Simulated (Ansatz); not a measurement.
Input file for `B1O[SiH2]1`:

```yaml
crystal:
  periodic: [false, false, false]
  atoms:
    - {symbol: B, position_ang: [-0.945531, -0.528962, -0.398424]}
    - {symbol: O, position_ang: [0.175557, -1.131407, 0.019856]}
    - {symbol: Si, position_ang: [0.471060, 0.587370, 0.194528]}
    - {symbol: H, position_ang: [-1.968809, -0.970008, -0.814227]}
    - {symbol: H, position_ang: [1.599203, 1.028372, -0.658593]}
    - {symbol: H, position_ang: [0.710622, 0.950536, 1.610763]}
basis:
  gaussian: {orbitals: def2-TZVPP}
correlation: {method: ccsd_t}
output: {orbitals: {seedname: orbitals}}
```

```sh
$ ansatz run in.yaml --threads 2 --pin off --events-out ev --progress --plain --max-ram 4352MiB
```

The program prints (abridged):

```
Functional definition: HF
865 factors; integrals over basis functions are off by at most 8.6e-4 eV
mean field evaluation 1: about -10616.9227 eV, gradient 3.8e1 eV
mean field evaluation 2: about -10616.9252 eV, gradient 3.8e1 eV
mean field evaluation 4: about -10620.1151 eV, gradient 3.2e0 eV
mean field evaluation 8: about -10620.1625 eV, gradient 1.5e-1 eV
mean field evaluation 16: about -10620.1585 eV, gradient 5.5e-1 eV
mean field -10620.16269987 eV, -390.2837806156 hartree, gradient 3.7e-6 eV, S^2 0.000000; 0 other end points of the search recorded, 0 dependent functions left out
7 core orbitals not correlated: weight in the atoms' cores, before any rotation towards them, 1.000 or more for the frozen orbitals, at most 0.000 for the correlated occupied ones
reference -10620.16269987 eV, -390.2837806156 hartree; 8, 8 occupied and 131, 131 virtual orbitals, 865 factors
second order -12.29589185 eV of doubles, -0.00000000 eV of singles
cycle   1  -12.48489144 eV  change   -1.9e-1 eV  update   9.9e-2
cycle   2  -12.87067524 eV  change   -3.9e-1 eV  update   3.3e-2
cycle   3  -12.98287574 eV  change   -1.1e-1 eV  update   1.9e-2
cycle   4  -12.96914321 eV  change    1.4e-2 eV  update   5.0e-3
cycle   5  -12.96875008 eV  change    3.9e-4 eV  update   2.5e-3
cycle   6  -12.96978630 eV  change   -1.0e-3 eV  update   8.1e-4
cycle   7  -12.96938508 eV  change    4.0e-4 eV  update   3.5e-4
cycle   8  -12.96939436 eV  change   -9.3e-6 eV  update   1.1e-4
cycle   9  -12.96945208 eV  change   -5.8e-5 eV  update   4.2e-5
cycle  10  -12.96943155 eV  change    2.1e-5 eV  update   1.6e-5
cycle  11  -12.96943667 eV  change   -5.1e-6 eV  update   6.3e-6
perturbative correction -0.54209503 eV, -0.0199216250 hartree
Total energy: -10633.67423158 eV, -390.7803202472 hartree
```

It took 11 s on 2 threads of an Arm Neoverse V1 on a shared host, with 0.85 GiB of host memory at the peak.

Correlation energy per correlated electron: -0.844 eV. T1 diagnostic: 0.0170.
